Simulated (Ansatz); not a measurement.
# SiN+ (triplet): from Hartree-Fock to the top rungs, cc-pVDZ

An exercise on one series of results from a longer session: the logs are not shown, and one member is left open.

Computed with Ansatz 0.2.0, Gaussian basis. Level: cc-pVDZ, core rule «outside noble gas», up to 6 orbitals frozen.

The runs, in order: UHF; CCSD(T) on ROHF; CCSD(T) on UHF; BCCD(T) on ROHF; CISD as a restricted active space (open shells left free, so some higher excitations enter); CCSDT(Q) on ROHF; CCSDT(Q) on UHF; CASSCF and MRCISD+Q, 8 electrons in 8 orbitals; CASSCF and NEVPT2, 8 electrons in 8 orbitals.

12 further runs of the same task are left out: 7 that didn't finish, 5 set aside as unsound or not needed. Runs told in other sessions of the task aren't counted.

**What is computed**

The geometry is a PBE0/def2-TZVP stationary point (not a proven minimum).

2 atoms, charge 1, spin multiplicity 3.

Atoms are counted from 1 here; the program's logs count them from 0.

Bond lengths: Si1–N2 1.785 Å.

Set-up of the first run:

Input file in.yaml:

```yaml
crystal:
  periodic: [false, false, false]
  atoms:
    - {symbol: Si, position_ang: [0.000000, 0.000000, 0.000000]}
    - {symbol: N, position_ang: [0.000000, 0.000000, 1.785400]}
basis:
  gaussian: {orbitals: cc-pVDZ}
total_charge: 1
magnetization: {spin_polarized: true, initial_magnetization: 2}
hamiltonian: {xc: hf}
output: {orbitals: {seedname: orbitals}}
```

Started as:

```bash
$ ansatz run in.yaml --threads 1 --pin off --events-out ev --progress --plain --max-ram 2393MiB
```

Among the steps run: UHF; CCSD(T) on ROHF; CCSD(T) on UHF; BCCD(T) on ROHF; CISD as a restricted active space (open shells left free, so some higher excitations enter); CCSDT(Q) on ROHF; CCSDT(Q) on UHF; CASSCF and MRCISD+Q, 8 electrons in 8 orbitals; CASSCF and NEVPT2, 8 electrons in 8 orbitals.

One table of the session follows, with a row left open; its other results are not shown here.

```
          method  from UCCSDT(Q) (kcal/mol)
            ROHF                    +121.22
             UHF                    +118.03
            RMP2                     +25.15
            UMP2                     +25.25
            CISD                     +10.73
           RCCSD                      +4.16
           UCCSD                          ?
        RCCSD(T)                      +1.02
        UCCSD(T)                      +0.99
         BCCD(T)                      +1.04
          RCCSDT                      +0.28
          UCCSDT                      +0.26
       RCCSDT(Q)                      +0.06
       UCCSDT(Q)                          0
  CASSCF valence                     +80.34
  NEVPT2 valence                     +16.03
  MRCISD valence                      +4.13
MRCISD+Q valence                      +0.18
```

Estimate the missing values for UCCSD.

The run gave: from UCCSDT(Q) (kcal/mol): +4.07. In the column «from UCCSDT(Q) (kcal/mol)» it lies between BCCD(T) (+1.04) and MRCISD valence (+4.13).

To keep in mind: Restricted and unrestricted rows rest on different reference determinants; a gap between their highest levels can come from leftover correlation error, from unlike frozen cores or from another state.
